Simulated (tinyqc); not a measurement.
Born-Oppenheimer dynamics on the UHF/sto-3g surface (energies and gradients from PySCF), for BH, spin multiplicity 3, step by step. Computed by tinyqc, a small Python program that keeps every step (integrals from PySCF). Settings: charge = 0, multiplicity = 3, basis = sto-3g, time step (fs) = 0.5, steps = 16. Command: `OMP_NUM_THREADS=1 python tinyqc.py 27403 27404 out.jsonl` (the two numbers bound the seeds that draw the settings). One thread of a shared host (Intel(R) Xeon(R) Processor @ 2.60GHz), about 1 s of CPU time with the checks.

positions (bohr):
```
           x         y         z
1B  0.000000  0.000000  0.000000
2H  0.000000  0.000000  2.097596
```

The total energy should stay constant up to terms of order dt^2; the step counts as short enough if it moves by less than 2 % of the largest kinetic energy.

Trajectory:
```
time (fs)  1B-2H (angstrom)  potential (hartree)  kinetic (hartree)  total (hartree)
0.000000           1.110000         -24.75002406         0.00075454     -24.74926952
0.500000           1.119991         -24.75059870         0.00131362     -24.74928508
1.000000           1.133564         -24.75113636         0.00183822     -24.74929814
1.500000           1.149286         -24.75142883         0.00212517     -24.74930366
2.000000           1.165602         -24.75138161         0.00208084     -24.74930077
2.500000           1.181008         -24.75103107         0.00173924     -24.74929183
3.000000           1.194178         -24.75051075         0.00123021     -24.74928053
3.500000           1.204049         -24.74999474         0.00072439     -24.74927035
4.000000           1.209863         -24.74964241         0.00037861     -24.74926380
4.500000           1.211187         -24.74955724         0.00029498     -24.74926226
5.000000           1.207926         -24.74976369         0.00049766     -24.74926603
5.500000           1.200319         -24.75020210         0.00092775     -24.74927435
6.000000           1.188936         -24.75074139         0.00145602     -24.74928538
6.500000           1.174670         -24.75120993         0.00191380     -24.74929613
7.000000           1.158703         -24.75144359         0.00214066     -24.74930292
7.500000           1.142449         -24.75134381         0.00204142     -24.74930239
8.000000           1.127452         -24.75092802         0.00163471     -24.74929331
```

Is the time step short enough?

Yes. The total energy moves within 4.1e-05 hartree, under 2 % of the largest kinetic energy.
